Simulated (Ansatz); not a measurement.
# CHCl2F: the cost of one run

Program: Ansatz 0.2.0. Level of theory: the levels named in each step. These are calculated values, not measurements.

### 1 The starting structure

Bond lengths: F1–C2 1.342 Å, C2–Cl3 1.773 Å, C2–Cl4 1.773 Å, C2–H5 1.096 Å. Angles: F1–C2–Cl3 109.1°, F1–C2–Cl4 109.1°, F1–C2–H5 108.7°, Cl3–C2–Cl4 110.7°, Cl3–C2–H5 109.6°, Cl4–C2–H5 109.6°.

Structure file:

```xyz
5

F    -0.0770    1.5236   -0.4751
C    -0.0342    0.4628    0.3454
Cl    1.4836   -0.4149    0.0824
Cl   -1.4288   -0.5817    0.0159
H    -0.0788    0.8185    1.3811
```

### 2 A rough first relaxation, PBE-D4/def2-SVP

input.yaml reads:

```yaml
crystal:
  periodic: [false, false, false]
  atoms:
    - { symbol: F, position_ang: [-0.07698, 1.52358, -0.47513] }
    - { symbol: C, position_ang: [-0.0342, 0.46285, 0.34542] }
    - { symbol: Cl, position_ang: [1.48362, -0.41486, 0.08244] }
    - { symbol: Cl, position_ang: [-1.4288, -0.58167, 0.01588] }
    - { symbol: H, position_ang: [-0.0788, 0.81849, 1.38105] }
basis:
  gaussian: { orbitals: def2-SVP }
hamiltonian:
  xc: pbe
  dispersion: d4
relax:
  f_tol: 0.03
  max_steps: 200
```

Launch:

```
$ ansatz run input.yaml --threads 4 --pin off --max-ram 10240MiB --backend cpu --events-out ev --progress --plain --runs-dir out
```

Q: Estimate wall time and peak memory on 4 threads of Intel Xeon Platinum 8259CL at 2.50GHz (Skylake/Cascade Lake), shared host.

About 4.4 s, with a peak of 0.17 GiB.
